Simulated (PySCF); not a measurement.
## SiC⁻: from constants to spectrum

ROHF-CCSD(T) constants of SiC⁻, ²Σ⁺ (doublet), unpaired electrons σ ↑ (basis Si aug-cc-pVDZ-DK, C aug-cc-pVDZ-DK; spin-free X2C with a Gaussian nucleus; PySCF 2.14; masses 27.9769 and 12.0000 u):

| Property | Result |
| --- | --- |
| ωe | 961.7 cm⁻¹ |
| ωexe | 5.95 cm⁻¹ |
| Be | 0.67528 cm⁻¹ |
| αe | 0.00558 cm⁻¹ |
| De to Si⁻ + C | 4.68 eV |

Problem. What force constant and bond length do these constants imply?

Solution. Reduced mass μred = 8.3979 u; k = 5.8918×10⁻⁷·μred·ωe² (u, cm⁻¹, mdyn/Å) = 4.58 mdyn/Å; Re = √(16.8576/(μred·Be)) (u, cm⁻¹, Å) = 1.724 Å.

Problem. Estimate the centrifugal constant D from the Kratzer relation and find the Dunham coefficient a1.

Solution. D = 4Be³/ωe² = 1.33e-06 cm⁻¹; a1 = −1 − αeωe/(6Be²) = -2.96.

Correlated steps freeze 6 core orbitals. Correlated levels converge slowly with the basis: in double zeta they bind strong bonds too weakly, by up to about 1 eV, and carry superposition errors of some tenths. For an ion De counts to the pair picked by the measured ionisation energies or electron affinities, which need not be the lowest pair at this level. The CCSD T1 diagnostic is raised, a sign that a single reference may not be enough here. The state was picked by a PBE0 search and need not be the measured ground state.
